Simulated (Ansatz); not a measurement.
Mulliken charges of CH$_{6}$N$_{2}$S (`NC(N)S`) from r2SCAN/def2-TZVPP in Ansatz (PBE0-D4/def2-TZVP geometry).

```json
{"atom": "N1", "x (Å)": "-1.058", "y (Å)": "0.516", "z (Å)": "-0.147", "charge (e)": "-0.331"}
{"atom": "C2", "x (Å)": "0.078", "y (Å)": "-0.361", "z (Å)": "-0.203", "charge (e)": "0.197"}
{"atom": "N3", "x (Å)": "0.346", "y (Å)": "-1.054", "z (Å)": "1.025", "charge (e)": "-0.333"}
{"atom": "S4", "x (Å)": "1.697", "y (Å)": "0.446", "z (Å)": "-0.603", "charge (e)": "-0.203"}
{"atom": "H5", "x (Å)": "-1.323", "y (Å)": "0.851", "z (Å)": "-1.065", "charge (e)": "0.134"}
{"atom": "H6", "x (Å)": "-0.869", "y (Å)": "1.320", "z (Å)": "0.441", "charge (e)": "0.129"}
{"atom": "H7", "x (Å)": "-0.115", "y (Å)": "-1.100", "z (Å)": "-0.983", "charge (e)": "0.063"}
{"atom": "H8", "x (Å)": "0.604", "y (Å)": "-0.399", "z (Å)": "1.754", "charge (e)": "0.136"}
{"atom": "H9", "x (Å)": "-0.489", "y (Å)": "-1.545", "z (Å)": "1.322", "charge (e)": "0.136"}
{"atom": "H10", "x (Å)": "1.211", "y (Å)": "1.276", "z (Å)": "-1.539", "charge (e)": "0.071"}
```

**Question.** By hand: the dipole of these point charges (1 e Å = 4.8032 D).

**Answer.** Σ q r = (-0.289, 0.060, -0.049) e Å, of length 0.299 e Å = 1.44 D.

**Question.** How does the dipole of the full density compare? (Estimate.)

**Answer.** Ansatz gave: (-0.422, 0.247, -0.040) e Å, 2.36 D; the point charges give 0.61 times that, at 19° from its direction.

Point charges leave out the atoms' own dipoles, such as those of lone pairs, and Mulliken's split depends on the basis, so the two needn't agree.
